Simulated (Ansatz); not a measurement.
One geometry of [AlMeH3]- (CH₆Al⁻), several levels of theory.

```yaml
crystal:
  periodic: [false, false, false]
  atoms:
    - {symbol: Al, position_ang: [-0.002115, 0.003397, -0.960543]}
    - {symbol: C, position_ang: [0.002340, -0.003794, 1.068919]}
    - {symbol: H, position_ang: [-1.015540, 0.032832, 1.478483]}
    - {symbol: H, position_ang: [0.545599, 0.858018, 1.477955]}
    - {symbol: H, position_ang: [0.479660, -0.906550, 1.471859]}
    - {symbol: H, position_ang: [1.545133, -0.034079, -1.515709]}
    - {symbol: H, position_ang: [-0.743331, 1.366073, -1.505817]}
    - {symbol: H, position_ang: [-0.811735, -1.315896, -1.515148]}
basis:
  gaussian: {orbitals: def2-TZVPD, initial_orbitals: start.molden}
total_charge: -1
hamiltonian: {xc: r2scan, dispersion: d4}
scf: {omitted_lower_state_checks: [starts]}
output: {forces: true, orbitals: {seedname: orbitals}}
```

The file start.molden holds the orbitals of an earlier run on this structure, at another level or in another basis.

```sh
$ ansatz run in.yaml --threads 4 --pin off --events-out ev --progress --plain --max-ram 3916MiB
```

Shortened log:

```
Functional definition: r2SCAN
744 factors; their error is unknown
mean field evaluation 1: about -7731.6263 eV, gradient 4.6e0 eV
mean field evaluation 2: about -7731.6452 eV, gradient 2.1e-2 eV
mean field evaluation 4: about -7731.6314 eV, gradient 8.9e-5 eV
mean field -7731.63144436 eV, -284.1322148923 hartree, gradient 1.2e-5 eV, S^2 0.000000; 0 other end points of the search recorded, 0 dependent functions left out
reference -7731.63146398 eV, -284.1322156131 hartree; 13, 13 occupied and 121, 121 virtual orbitals, 744 factors
Total energy: -7731.66616535 eV, -284.1334908649 hartree
Atom 0 at    -0.002115     0.003397    -0.960543 Å, force     0.000237    -0.000304     0.105671 eV/Å
Atom 1 at     0.002340    -0.003794     1.068919 Å, force    -0.000255     0.000377    -0.102685 eV/Å
Atom 2 at    -1.015540     0.032832     1.478483 Å, force    -0.011802    -0.000424     0.018173 eV/Å
Atom 3 at     0.545599     0.858018     1.477955 Å, force     0.005686     0.010405     0.018188 eV/Å
Atom 4 at     0.479660    -0.906550     1.471859 Å, force     0.006232    -0.010170     0.018089 eV/Å
Atom 5 at     1.545133    -0.034079    -1.515709 Å, force     0.046926    -0.001710    -0.019291 eV/Å
Atom 6 at    -0.743331     1.366073    -1.505817 Å, force    -0.022063     0.041585    -0.018909 eV/Å
Atom 7 at    -0.811735    -1.315896    -1.515148 Å, force    -0.024961    -0.039759    -0.019236 eV/Å
Dipole moment:     0.001475    -0.002420     0.679268 e Å
Checks for a lower state left out: starts
```

Hardware: 4 threads of Arm Neoverse V1 on a shared host. Wall time 1.6 s.

As the first input, with `gaussian: {orbitals: 6-31G}`, `hamiltonian: {xc: hf}`, `output: {orbitals: {seedname: orbitals}}` (abridged; 0.1 s):

```
Functional definition: HF
mean field -7706.66709626 eV, -283.2147920209 hartree, gradient 4.0e-5 eV, S^2 0.000000
Total energy: -7706.66709626 eV, -283.2147920209 hartree
Checks for a lower state left out: starts
```

As the first input, with `hamiltonian: {xc: hf}`, `output: {orbitals: {seedname: orbitals}}` (abridged; 0.3 s):

```
Functional definition: HF
mean field -7709.05957725 eV, -283.3027140756 hartree, gradient 5.3e-5 eV, S^2 0.000000
Total energy: -7709.05957725 eV, -283.3027140756 hartree
Checks for a lower state left out: starts
```

As the first input, with `correlation: {method: mp2}`, `output: {orbitals: {seedname: orbitals}}` and without the key `hamiltonian` (abridged; 0.5 s):

```
Functional definition: HF
mean field -7709.05962768 eV, -283.3027159290 hartree, gradient 2.2e-6 eV, S^2 0.000000
6 core orbitals not correlated: weight in the atoms' cores, before any rotation towards them, 1.000 or more for the frozen orbitals, at most 0.000 for the correlated occupied ones
second order -7.92734676 eV of doubles, -0.00000000 eV of singles
Total energy: -7716.98697444 eV, -283.5940405489 hartree
Checks for a lower state left out: starts
```

Geometry: B3LYP-D4/def2-TZVPD.

Correlated methods freeze 6 core orbitals.
